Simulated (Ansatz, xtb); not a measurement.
**NO2S−: where a starting geometry ends**

The starting geometry of this gas-phase singlet was built from a drawn formula by distance geometry and a force field; its bonds are those of `[N-]1OSO1`.

```json
{"atom": "N", "x (Å)": "-1.6828", "y (Å)": "-2.1034", "z (Å)": "-0.1494"}
{"atom": "O", "x (Å)": "-1.3126", "y (Å)": "-3.0016", "z (Å)": "-1.2472"}
{"atom": "O", "x (Å)": "-2.9161", "y (Å)": "-1.8316", "z (Å)": "-0.8201"}
{"atom": "S", "x (Å)": "-2.1133", "y (Å)": "-2.0180", "z (Å)": "-2.2599"}
```

Problem. Predict what it relaxes into with r2SCAN-D4/def2-SVPD.

Solution. A bond breaks, leaving `O=NO[S-]`. Distances that change by over a tenth: N1–O3 (1.43 → 1.21 Å). Contacts that open: O3–S4 (1.66 → 2.84 Å).

The energy falls by 4.68 eV over 14 steps:

```
step  E − E(last) (eV)
   1             4.684
   2             4.444
   4             3.872
   5             2.629
   7             0.540
   8             0.350
  10             0.035
  11             0.007
  13             0.000
  14             0.000
```

Final geometry (Å):

```yaml
atoms:
  - { symbol: N, position_ang: [-1.8753, -2.2685, -0.1217] }
  - { symbol: O, position_ang: [-1.3105, -2.7409, -1.2608] }
  - { symbol: O, position_ang: [-2.8575, -1.5804, -0.2528] }
  - { symbol: S, position_ang: [-1.9816, -2.3648, -2.8412] }
```

From the same start GFN2-xTB reaches the same bonding as this run.

The end wasn't checked by frequencies. Run with Ansatz 0.2.0, 33 s on 1 thread of Arm Neoverse V2 (shared host).
